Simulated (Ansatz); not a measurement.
LaGaO3 (Pnma, No. 62) was calculated with r²SCAN (Ansatz, a quantum-chemistry and plane-wave program, PAW).

Numerical settings: plane-wave cutoff 560 eV, 6×4×6 k mesh (along the axes of the cell as run), Fermi–Dirac smearing 0.01 eV, scalar-relativistic PAW data made under PBE.

Cell (relaxed at this level):

```
CELL_PARAMETERS angstrom
      5.50094     0.00000     0.00000
      0.00000     7.78164     0.00000
      0.00000     0.00000     5.52229
ATOMIC_POSITIONS crystal
  La 0.47969 0.75000 0.49465
  La 0.52031 0.25000 0.50535
  La 0.02031 0.25000 0.99465
  La 0.97969 0.75000 0.00535
  Ga 0.50000 0.50000 0.00000
  Ga 0.00000 0.50000 0.50000
  Ga 0.00000 0.00000 0.50000
  Ga 0.50000 0.00000 0.00000
  O  0.27380 0.46288 0.72676
  O  0.72620 0.53712 0.27324
  O  0.22620 0.53712 0.22676
  O  0.77380 0.46288 0.77324
  O  0.77380 0.03712 0.77324
  O  0.22620 0.96288 0.22676
  O  0.72620 0.96288 0.27324
  O  0.27380 0.03712 0.72676
  O  0.49139 0.25000 0.06935
  O  0.50861 0.75000 0.93065
  O  0.00861 0.75000 0.56935
  O  0.99139 0.25000 0.43065
```

Q: Estimate the band gap and smallest direct gap on the k points sampled that the calculation returns.

A: 
* **band gap**: 4.39 eV
* **smallest direct gap on the k points sampled**: 4.51 eV

Spin–orbit coupling is not included.

Computed values are for the static lattice.

It cost around 2.8 core-minutes (rough) of CPU time.
